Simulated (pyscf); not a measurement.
Single points on ωB97X-D3(BJ)/def2-SVP structures (PySCF, gas phase).

Question: For O=Ge=O + H₂ → O=GeH–OH, an addition across a multiple bond or ene-type step (singlet surface; H–H broken, Ge–H, H–O formed), PBE/def2-TZVP gives ΔE‡ = 91.5 kJ/mol and ΔE = -163.1 kJ/mol (zero: the separated reactants). In which direction and how far do PBE0-D3(BJ)/def2-TZVP, M06-2X/def2-TZVP, ωB97M-D3(BJ)/def2-TZVP move these?

Answer: PBE0-D3(BJ): ΔE‡ = 90.5 kJ/mol, ΔE = -198.7 kJ/mol; M06-2X: ΔE‡ = 102.8 kJ/mol, ΔE = -204.8 kJ/mol; ωB97M-D3(BJ): ΔE‡ = 103.7 kJ/mol, ΔE = -196.1 kJ/mol. PBE's barrier matches one of them and lies within 12.2 kJ/mol of the others. Its reaction energy lies over all of them, by 33.0 to 41.7 kJ/mol. On the product side the descent ends in a point that may be a rotor saddle (no frequency run), 14.1 kJ/mol over the lowest minimum found and 289.0 kJ/mol under the saddle at ωB97X-D3(BJ)/def2-TZVP. At the saddle there is also a short Ge–H contact that neither side keeps. O=GeH–OH lies 178.7 kJ/mol over its isomer HO–Ge:–OH [singlet] (electronic energy, ωB97M-D3(BJ)/def2-TZVP). One saddle was located; it need not be the lowest between these sides. Elements up to Kr have no core potential and no relativistic terms here.
